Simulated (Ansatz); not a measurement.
Structure optimisation: chromium, bcc

The calculation used Ansatz, DFT, PBEsol, plane waves (420 eV) with PAW, scalar-relativistic. The PAW files were generated under PBE, with cores re-solved for the functional.

k-point mesh 11×11×11, Fermi-Dirac smearing 0.05 eV, starting moments 1.50, -1.50 μB. Cell and atoms relax.

Starting structure:

```
Cr
1.0
     2.88390    0.00000    0.00000
     0.00000    2.88390    0.00000
     0.00000    0.00000    2.88390
Cr
2
Direct
  0.00000 0.00000 0.00000
  0.50000 0.50000 0.50000
```

Task: The pressure at the start is -13.4 GPa. By how much does the volume change?

Result: From 11.99 to 11.17 Å³ per atom, -6.8 %. The final cell has a = 2.817 Å.

Task: How much energy does the relaxation gain?

Result: 36.7 meV per atom.

Path of the relaxation (the plane waves are chosen anew near the end, which can shift the energy a little):

| step | E − E(final) (meV/atom) | V (Å³/atom) | P (GPa) | max force (eV/Å) |
| --- | --- | --- | --- | --- |
| 0 | 36.72 | 11.993 | -13.45 | 0.000 |
| 1 | 2.81 | 11.402 | -4.24 | 0.000 |
| 2 | -0.33 | 11.149 | 0.41 | 0.000 |
| 3 | -0.34 | 11.171 | 0.04 | 0.000 |
| 4 | 0.00 | 11.171 | 0.02 | 0.000 |

Task: Which magnetic state does it end in?

Result: antiferromagnetic, largest moment 0.37 μB in the atomic sphere; moments 0.37, -0.37 μB.

Real chromium orders in an incommensurate spin-density wave, which this two-atom cell only mimics.
